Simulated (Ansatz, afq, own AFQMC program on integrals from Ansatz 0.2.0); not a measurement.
Two steps: Ansatz 0.2.0 writes the Fock matrix and Cholesky factors of the valence space, and afq projects on them the lowest state that overlaps trial and start.

```yaml
crystal:
  periodic: [false, false, false]
  atoms:
    - {symbol: B, position_ang: [0.000000, 0.000000, 0.251900]}
    - {symbol: Al, position_ang: [0.000000, 0.000000, -1.688900]}
    - {symbol: H, position_ang: [0.000000, 0.000000, 1.437000]}
basis:
  gaussian: {orbitals: 6-31G}
magnetization: {spin_polarized: true, initial_magnetization: 3}
correlation: {method: ccsd_t, electrons: outside_noble_gas, hamiltonian_folder: ham}
```

```sh
$ ansatz run in.yaml --threads 1 --pin off --events-out ev --progress --plain --max-ram 16896MiB --backend cuda --devices 0, --max-vram 18GiB
```

afq runs on the folder ham with

```
--method phaseless --trial hf --walkers 4000 --populations 20 --least-time 40 --time-step 0.005 --steps-per-block 20 --equilibration-blocks 112 --max-blocks 4000 --target-error 0.0008 --factor-cut 1e-05 --start spin_pure --seed 6774 --taylor-order 6
```

Times are imaginary, in 1/Eh. The walk had a cap of 49 s. With eight or more populations the least sampling time is a fifth of least-time, and the error comes from their spread.

Log:

```
orbitals 18  electrons 5 2  factors 107 of 296
reference energy -267.03162866 Eh
CCSD correlation -0.08332315 Eh in 11 cycles, weight of the determinant in the CISD state 0.9126
energy of the start -267.031777 Eh
 block  time / (1/Eh)  mean weight  energy / Eh
     1     0.100  1.0002  -267.041993
     2     0.200  1.0002  -267.050624
     3     0.300  1.0003  -267.058085
     4     0.400  1.0003  -267.064720
     5     0.500  1.0002  -267.069951
     8     0.800  1.0003  -267.082596
    11     1.100  1.0002  -267.090805
    26     2.600  1.0001  -267.108497
    41     4.100  0.9998  -267.116610
    56     5.600  0.9999  -267.116254
    71     7.100  1.0001  -267.116503
    86     8.600  0.9999  -267.113156
   101    10.100  1.0000  -267.112827
   116    11.600  0.9996  -267.112615
   126    12.600  1.0001  -267.118016
   131    13.100  1.0000  -267.114098
   146    14.600  1.0000  -267.114560
   161    16.100  0.9999  -267.112780
   176    17.600  1.0000  -267.113575
   191    19.100  1.0000  -267.111689
   206    20.600  1.0001  -267.113396
   221    22.100  0.9998  -267.111596
   231    23.100  1.0001  -267.111497
error from the spread of 20 populations
energy -267.113524 +/- 0.000753 Eh
(rows thinned)
```

The run passed its tests (sampling time, drift between the halves within three errors, error under three times the target), which doesn't prove that it has relaxed.

Against this walk (error 20.5 meV) on the same determinant: CCSD(T) 107.7 meV lower, CCSDT(Q) 136.9 meV lower, CCSDTQ 138.5 meV lower, full CI 139.0 meV lower, a separate phaseless walk with a CISD trial and standard settings 122.2 ± 20.7 meV lower. The error is statistical and leaves out the bias of the constraint. Full CI is exact here, so the walk's 139 meV above it is the walk's own error: the bias of the constraint with this trial.

Cautions: constraint bias not in the error; lower spins were not checked.

The walk took 17 s on 1 × NVIDIA H100 80GB HBM3 with 2 threads of AMD EPYC 7R13 Processor (Zen 3), with other jobs on the host (the card was shared). The log's last line is the phaseless energy.

CCSDT and higher add their correlation energy to the determinant of the CCSD(T) run, since their own runs factorise the integrals more tightly (a shift of under 2 meV). A walk keeps the symmetry of its determinant, which the program's search chose and which needn't be the lowest solution, so a lower state of the same spin and another symmetry isn't excluded.
